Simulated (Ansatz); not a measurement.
We consider chalcopyrite CdGeAs2, described by revPBE (plane waves, PAW; Ansatz, a first-principles code).

Settings: plane-wave cutoff 520 eV, 8×8×8 k mesh, Fermi–Dirac smearing 0.01 eV, scalar-relativistic PAW data made under PBE.

Shape and atoms are relaxed at each volume.

Pressure at four volumes; x = ln(V/26.902 Å³). One pressure is withheld.

| V (Å³/atom) | x | P (GPa) |
|---|---|---|
| 25.826 | -0.0408 | ? |
| 26.364 | -0.0202 | 1.03 |
| 26.902 | 0.0000 | 0.01 |
| 27.978 | 0.0392 | -1.73 |

Task: Pass a parabola P(x) through the three rows shown, estimate the bulk modulus and its pressure derivative near zero pressure, and predict the withheld pressure.

Result: Slopes between the rows: (0.01 − (1.03))/(0.0000 − (-0.0202)) = -50.50 and (-1.73 − (0.01))/(0.0392 − (0.0000)) = -44.39 GPa. Their difference over the span 0.0594 is c = 6.11/0.0594 = 102.9 GPa, so P(x) = 1.03 + (-50.50)(x − (-0.0202)) + 102.9 (x − (-0.0202))(x − (0.0000)). At the middle row B = −dP/dx = −[-50.50 + 102.9 × 0.0202] = 48.4 GPa, and B′ = dB/dP = 2c/B = 4.3. At x = -0.0408 the parabola gives 2.16 GPa; the run gives 2.19 GPa. The Birch–Murnaghan fit to the energies at all volumes has B0 = 48.5 GPa and B′ = 4.7.

Measured, for comparison: bulk modulus 69.9 GPa (temperature not stated, no zero-point or thermal correction; as tabulated in Toher et al. (2017), arXiv:1611.05714). Computed less measured: bulk modulus -31 %.

Note: this level leaves the solid without a gap, although one is measured.
